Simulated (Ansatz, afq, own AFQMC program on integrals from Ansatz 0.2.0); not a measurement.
AFQMC on a folder of integrals that Ansatz 0.2.0 wrote.

```yaml
crystal:
  periodic: [false, false, false]
  atoms:
    - {symbol: Si, position_ang: [0.000000, -0.109872, 1.387184]}
    - {symbol: N, position_ang: [0.000000, 0.274813, -2.851395]}
    - {symbol: H, position_ang: [0.000000, -1.342118, 2.225402]}
    - {symbol: H, position_ang: [0.000000, 1.124433, 2.197726]}
    - {symbol: H, position_ang: [0.000000, -0.539723, -3.451973]}
basis:
  gaussian: {orbitals: cc-pVDZ}
magnetization: {spin_polarized: false}
correlation: {method: ccsd_t, electrons: outside_noble_gas, hamiltonian_folder: ham}
```

```sh
$ ansatz run in.yaml --threads 1 --pin off --events-out ev --progress --plain --max-ram 1843MiB
```

Options of the walk:

```
--method phaseless --trial cisd --walkers 60 --populations 1 --least-time 40 --time-step 0.005 --steps-per-block 50 --equilibration-blocks 40 --max-blocks 300 --target-error 0.00084 --factor-cut 1e-05 --seed 556 --release-times 0.24,0.5,1,1.5 --release-step 0.02 --release-every 4 --taylor-order 6
```

Times are imaginary, in 1/Eh. The walk had a cap of 1841 s.

Log:

```
orbitals 41  electrons 6 6  factors 283 of 451
reference energy -344.86594979 Eh
CCSD correlation -0.26705960 Eh in 29 cycles, weight of the determinant in the CISD state 0.7821
energy of the start -345.133009 Eh
 block  time / (1/Eh)  mean weight  energy / Eh
     1     0.250  0.9985  -345.127914
     2     0.500  1.0005  -345.129836
     3     0.750  1.0001  -345.134422
     4     1.000  0.9998  -345.133048
     5     1.250  0.9984  -345.134075
     8     2.000  1.0014  -345.138575
    17     4.250  1.0008  -345.135772
    41    10.250  0.9999  -345.152033
    57    14.250  1.0040  -345.131427
    65    16.250  1.0005  -345.137924
    89    22.250  0.9985  -345.134991
   113    28.250  0.9983  -345.166274
   137    34.250  0.9985  -345.156322
   161    40.250  0.9993  -345.146712
   177    44.250  1.0013  -345.169432
   185    46.250  1.0001  -345.162492
   209    52.250  1.0009  -345.158306
   233    58.250  0.9991  -345.151229
   257    64.250  0.9989  -345.156508
   281    70.250  1.0014  -345.138985
   305    76.250  0.9970  -345.152172
   329    82.250  0.9972  -345.142193
   337    84.250  0.9994  -345.148849
blocks merged  error / Eh  count
     1  0.000774  300
     2  0.001011  150
     4  0.001201  75
     8  0.001427  37
    16  0.001567  18
    32  0.001877  9
released: time / (1/Eh)  energy / Eh  error  mean overlap
  0.24  -345.148925  0.001875  0.9983
  0.50  -345.147713  0.001075  0.9944
  1.00  -345.146756  0.001696  1.0004
  1.50  -345.145347  0.002386  0.9811
energy -345.148949 +/- 0.001567 Eh
(rows thinned)
```

The run passed its tests (sampling time, drift between the halves within three errors, error under three times the target), which doesn't prove that it has relaxed.

Against this walk (error 42.6 meV) on the same determinant: CCSD(T) 196.6 meV higher. The error is statistical and leaves out the bias of the constraint. None of these is a sure reference here. Released to 1.50 1/Eh the energy moves by 98 ± 78 meV (both errors), within twice the noise.

Cautions: constraint bias not in the error; error above the target (42.6 against 22.9 meV); higher spins were not checked; restricted determinant unstable towards unrestricted (UHF 3.04 eV lower, ⟨S²⟩ 2.02); strong correlation (T1 0.010, weight of the determinant 0.78, largest double 0.34); the bias of populations of 60 walkers isn't removed.

The walk took 4.7 min on 1 thread of Arm Neoverse V1, on a shared host. The log's last line is the phaseless energy.

A walk keeps the symmetry of its determinant, which the program's search chose and which needn't be the lowest solution, so a lower state of the same spin and another symmetry isn't excluded.
